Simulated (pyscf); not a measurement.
Thermochemistry of product channels of F–Sn:–F (SMILES [F][Sn][F]) [singlet] + GeH₂ (SMILES [GeH2]) [singlet] on the singlet surface, in eV, from ωB97M-D3(BJ)/def2-TZVP energies (ideal gas, 1 atm, RRHO with modes under 100 cm⁻¹ raised to 100, one conformer, R ln 2 for rigid chiral ones). Single points on ωB97X-D3(BJ)/def2-SVP structures (PySCF, gas phase).

```
products                                                                ΔE  ΔH(298 K)  ΔG(298 K)  ΔG(600 K)
---------------------------------------------------------------------  ---  ---------  ---------  ---------
F–Sn(F)=GeH₂ (SMILES [F][Sn]([F])=[GeH2])                              [?]      -0.44      -0.02      +0.40
F–Sn(F)=Ge: (SMILES [F][Sn]([F])=[Ge]) [singlet] + H₂ (SMILES [H][H])  [?]      +1.36      +1.46      +1.54
```

Fill in the missing entries.


- F–Sn(F)=GeH₂ (SMILES [F][Sn]([F])=[GeH2]), ΔE: -0.51
- F–Sn(F)=Ge: (SMILES [F][Sn]([F])=[Ge]) [singlet] + H₂ (SMILES [H][H]), ΔE: +1.32

These are energies of the channels, which say nothing of barriers. F–Sn(F)=GeH₂ lies 0.61 eV over its isomer F–GeH₂–Sn:–F [singlet], and others may lie lower still (electronic energy, ωB97M-D3(BJ)). A restricted singlet here is unstable towards spin polarisation, as is usual where a triplet lies low; its energy is less safe. Elements up to Kr have no core potential and no relativistic terms here. Elements past Kr carry the def2 core potentials, without spin-orbit coupling.
